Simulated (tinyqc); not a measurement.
Inside a calculation. Method: UHF in the sto-3g basis, for H2O, spin multiplicity 1. One step of it, computed by the program tinyqc.

Problem. Iteration 1: diagonalisation and new density. A level shift of 0.2 hartree raises the virtual space: F + shift (S - S D(s) S), with D(s) the density of one spin. Diagonalise F' = X^T F X, C = X C', fill 5 alpha and 5 beta electrons from the bottom; D(s) = C_occ C_occ^T. Each column has its largest component positive (the first on a tie).

F(alpha) (hartree), order 1O 1s, 1O 2s, 1O 2px, 1O 2py, 1O 2pz, 2H 1s, 3H 1s:
```
[[-18.956637, -4.909636, 0.000000, 0.000000, -0.017214, -1.312406, -1.312406],
 [-4.909636, -1.967744, 0.000000, 0.000000, -0.251035, -0.883048, -0.883048],
 [0.000000, 0.000000, 0.189896, -0.009134, 0.000000, -0.047725, 0.047725],
 [0.000000, 0.000000, -0.009134, -0.018140, 0.000000, -0.225324, 0.225324],
 [-0.017214, -0.251035, 0.000000, 0.000000, 0.056502, -0.262453, -0.262453],
 [-1.312406, -0.883048, -0.047725, -0.225324, -0.262453, -0.345688, -0.368118],
 [-1.312406, -0.883048, 0.047725, 0.225324, -0.262453, -0.368118, -0.345688]]
```

F(beta) (hartree), order 1O 1s, 1O 2s, 1O 2px, 1O 2py, 1O 2pz, 2H 1s, 3H 1s:
```
[[-18.956637, -4.909636, 0.000000, 0.000000, -0.017214, -1.312406, -1.312406],
 [-4.909636, -1.967744, 0.000000, 0.000000, -0.251035, -0.883048, -0.883048],
 [0.000000, 0.000000, 0.189896, 0.009134, 0.000000, 0.047725, -0.047725],
 [0.000000, 0.000000, 0.009134, -0.018140, 0.000000, -0.225324, 0.225324],
 [-0.017214, -0.251035, 0.000000, 0.000000, 0.056502, -0.262453, -0.262453],
 [-1.312406, -0.883048, 0.047725, -0.225324, -0.262453, -0.345688, -0.368118],
 [-1.312406, -0.883048, -0.047725, 0.225324, -0.262453, -0.368118, -0.345688]]
```

X, order 1O 1s, 1O 2s, 1O 2px, 1O 2py, 1O 2pz, 2H 1s, 3H 1s:
```
[[-0.290214, 0.000000, 0.769155, 0.000000, -0.613400, 0.000000, 0.141994],
 [1.275039, 0.000000, -0.293911, 0.000000, -0.291577, 0.000000, 0.411100],
 [0.000000, 0.000000, 0.000000, 1.000000, 0.000000, 0.000000, 0.000000],
 [0.000000, 0.973874, 0.000000, 0.000000, 0.000000, 0.695106, 0.000000],
 [0.576167, 0.000000, 0.639450, 0.000000, 0.655927, 0.000000, 0.185018],
 [-0.796340, -0.934659, -0.144121, 0.000000, 0.115634, 0.362136, 0.370169],
 [-0.796340, 0.934659, -0.144121, 0.000000, 0.115634, -0.362136, 0.370169]]
```

D(alpha) at the start, order 1O 1s, 1O 2s, 1O 2px, 1O 2py, 1O 2pz, 2H 1s, 3H 1s:
```
[[1.068514, -0.314562, 0.000000, 0.000000, -0.032808, 0.048629, 0.048629],
 [-0.314562, 1.439951, 0.000000, 0.000000, 0.210130, -0.222063, -0.222063],
 [0.000000, 0.000000, 0.960530, -0.086599, 0.000000, 0.191263, -0.191263],
 [0.000000, 0.000000, -0.086599, 1.241597, 0.000000, -0.238869, 0.238869],
 [-0.032808, 0.210130, 0.000000, 0.000000, 1.112202, -0.140552, -0.140552],
 [0.048629, -0.222063, 0.191263, -0.238869, -0.140552, 0.122957, -0.032834],
 [0.048629, -0.222063, -0.191263, 0.238869, -0.140552, -0.032834, 0.122957]]
```

D(beta) at the start, order 1O 1s, 1O 2s, 1O 2px, 1O 2py, 1O 2pz, 2H 1s, 3H 1s:
```
[[1.068514, -0.314562, 0.000000, 0.000000, -0.032808, 0.048629, 0.048629],
 [-0.314562, 1.439951, 0.000000, 0.000000, 0.210130, -0.222063, -0.222063],
 [0.000000, 0.000000, 0.960530, 0.086599, 0.000000, -0.191263, 0.191263],
 [0.000000, 0.000000, 0.086599, 1.241597, 0.000000, -0.238869, 0.238869],
 [-0.032808, 0.210130, 0.000000, 0.000000, 1.112202, -0.140552, -0.140552],
 [0.048629, -0.222063, -0.191263, -0.238869, -0.140552, 0.122957, -0.032834],
 [0.048629, -0.222063, 0.191263, 0.238869, -0.140552, -0.032834, 0.122957]]
```

overlap S, order 1O 1s, 1O 2s, 1O 2px, 1O 2py, 1O 2pz, 2H 1s, 3H 1s:
```
[[1.000000, 0.236704, 0.000000, 0.000000, 0.000000, 0.062326, 0.062326],
 [0.236704, 1.000000, 0.000000, 0.000000, 0.000000, 0.515586, 0.515586],
 [0.000000, 0.000000, 1.000000, 0.000000, 0.000000, 0.000000, 0.000000],
 [0.000000, 0.000000, 0.000000, 1.000000, 0.000000, 0.327709, -0.327709],
 [0.000000, 0.000000, 0.000000, 0.000000, 1.000000, 0.252474, 0.252474],
 [0.062326, 0.515586, 0.000000, 0.327709, 0.252474, 1.000000, 0.287567],
 [0.062326, 0.515586, 0.000000, -0.327709, 0.252474, 0.287567, 1.000000]]
```

Give: F' = X^T F X; orbital energies; coefficients C; F' = X^T F X; orbital energies; coefficients C; D(alpha) after iteration 1; D(beta) after iteration 1.

Solution.

F' = X^T F X (alpha) (hartree):
```
[[0.558, 0.000, 1.171, 0.000, -0.879, 0.000, -0.048],
 [0.000, 0.979, 0.000, 0.113, 0.000, 0.019, 0.000],
 [1.171, 0.000, -8.560, 0.000, 8.657, 0.000, -3.681],
 [0.000, 0.113, 0.000, 0.198, 0.000, -0.062, 0.000],
 [-0.879, 0.000, 8.657, 0.000, -8.522, 0.000, 3.764],
 [0.000, 0.019, 0.000, -0.062, 0.000, -0.174, 0.000],
 [-0.048, 0.000, -3.681, 0.000, 3.764, 0.000, -2.334]]
```

orbital energies (alpha) (hartree): [-18.969, -0.834, -0.185, 0.090, 0.193, 0.855, 0.995]

coefficients C (alpha), order 1O 1s, 1O 2s, 1O 2px, 1O 2py, 1O 2pz, 2H 1s, 3H 1s:
```
[[0.993, -0.235, 0.000, 0.114, 0.000, -0.134, 0.000],
 [0.033, 0.836, 0.000, -0.554, 0.000, 0.979, 0.000],
 [0.000, 0.000, 0.169, 0.000, 0.976, 0.000, 0.140],
 [0.000, 0.000, 0.653, 0.000, -0.252, 0.000, 0.970],
 [0.005, 0.235, 0.000, 0.813, 0.000, 0.700, 0.000],
 [-0.008, 0.127, 0.387, 0.207, 0.065, -0.864, -0.922],
 [-0.008, 0.127, -0.387, 0.207, -0.065, -0.864, 0.922]]
```

F' = X^T F X (beta) (hartree):
```
[[0.558, 0.000, 1.171, 0.000, -0.879, 0.000, -0.048],
 [0.000, 0.979, 0.000, -0.113, 0.000, 0.019, 0.000],
 [1.171, 0.000, -8.560, 0.000, 8.657, 0.000, -3.681],
 [0.000, -0.113, 0.000, 0.198, 0.000, 0.062, 0.000],
 [-0.879, 0.000, 8.657, 0.000, -8.522, 0.000, 3.764],
 [0.000, 0.019, 0.000, 0.062, 0.000, -0.174, 0.000],
 [-0.048, 0.000, -3.681, 0.000, 3.764, 0.000, -2.334]]
```

orbital energies (beta) (hartree): [-18.969, -0.834, -0.185, 0.090, 0.193, 0.855, 0.995]

coefficients C (beta), order 1O 1s, 1O 2s, 1O 2px, 1O 2py, 1O 2pz, 2H 1s, 3H 1s:
```
[[0.993, -0.235, 0.000, 0.114, 0.000, -0.134, 0.000],
 [0.033, 0.836, 0.000, -0.554, 0.000, 0.979, 0.000],
 [0.000, 0.000, -0.169, 0.000, 0.976, 0.000, -0.140],
 [0.000, 0.000, 0.653, 0.000, 0.252, 0.000, 0.970],
 [0.005, 0.235, 0.000, 0.813, 0.000, 0.700, 0.000],
 [-0.008, 0.127, 0.387, 0.207, -0.065, -0.864, -0.922],
 [-0.008, 0.127, -0.387, 0.207, 0.065, -0.864, 0.922]]
```

D(alpha) after iteration 1, order 1O 1s, 1O 2s, 1O 2px, 1O 2py, 1O 2pz, 2H 1s, 3H 1s:
```
[[1.054, -0.228, 0.000, 0.000, 0.042, -0.014, -0.014],
 [-0.228, 1.007, 0.000, 0.000, -0.254, -0.009, -0.009],
 [0.000, 0.000, 0.980, -0.136, 0.000, 0.129, -0.129],
 [0.000, 0.000, -0.136, 0.490, 0.000, 0.236, -0.236],
 [0.042, -0.254, 0.000, 0.000, 0.716, 0.198, 0.198],
 [-0.014, -0.009, 0.129, 0.236, 0.198, 0.213, -0.095],
 [-0.014, -0.009, -0.129, -0.236, 0.198, -0.095, 0.213]]
```

D(beta) after iteration 1, order 1O 1s, 1O 2s, 1O 2px, 1O 2py, 1O 2pz, 2H 1s, 3H 1s:
```
[[1.054, -0.228, 0.000, 0.000, 0.042, -0.014, -0.014],
 [-0.228, 1.007, 0.000, 0.000, -0.254, -0.009, -0.009],
 [0.000, 0.000, 0.980, 0.136, 0.000, -0.129, 0.129],
 [0.000, 0.000, 0.136, 0.490, 0.000, 0.236, -0.236],
 [0.042, -0.254, 0.000, 0.000, 0.716, 0.198, 0.198],
 [-0.014, -0.009, -0.129, 0.236, 0.198, 0.213, -0.095],
 [-0.014, -0.009, 0.129, -0.236, 0.198, -0.095, 0.213]]
```
